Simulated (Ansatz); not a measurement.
**CH2Al (quartet): relaxing a cheap start**

Aim: relax a generated start of CH2Al (quartet) and see which bonds hold.

Program: Ansatz 0.2.0, Gaussian basis. Level of theory: UKS PBE0/def2-TZVP. These are calculated values, not measurements.

## 1. The system as given

4 atoms, charge 0, spin multiplicity 4.

Atoms are counted from 1 here; the program's logs count them from 0.

Bond lengths: Al1–C2 1.962 Å, C2–H3 1.085 Å, C2–H4 1.085 Å. Angles: Al1–C2–H3 123.4°, Al1–C2–H4 123.4°, H3–C2–H4 113.1°.

The start was built by rule and, where that kept it together, relaxed with GFN2-xTB. Sticks and bond lists go by distance. 

## 2. The run

in.yaml reads:

```yaml
crystal:
  periodic: [false, false, false]
  atoms:
    - {symbol: Al, position_ang: [-0.700546, 0.000108, -0.000953]}
    - {symbol: C, position_ang: [1.261657, -0.000195, 0.001716]}
    - {symbol: H, position_ang: [1.859594, 0.904792, 0.000020]}
    - {symbol: H, position_ang: [1.859308, -0.905368, 0.005039]}
basis:
  gaussian: {orbitals: def2-TZVP}
magnetization: {spin_polarized: true, initial_magnetization: 3}
hamiltonian: {xc: pbe0}
relax: {f_tol: 0.004, max_steps: 80}
```

Launch:

```bash
$ ansatz run in.yaml --threads 1 --pin off --events-out ev --progress --plain --max-ram 2176MiB
```

Q: Predict the outcome of this session. Wanted: energy gained; shift from the start; total energy; dipole moment; ⟨S²⟩.

As calculated:

| quantity | value |
| --- | --- |
| steps | 3 |
| energy gained | 0.004 eV |
| shift from the start (rms) | 0.013 Å |
| total energy | -7658.0179 eV |
| dipole moment | 0.60 D |
| ⟨S²⟩ | 3.755 |

What this shows: The bonds of the start are those of the end. Al1–C2 went from 1.962 to 1.948 Å. No vibrations were run, so this is a stationary point, not a proven minimum, and this spin need not be the ground state's.
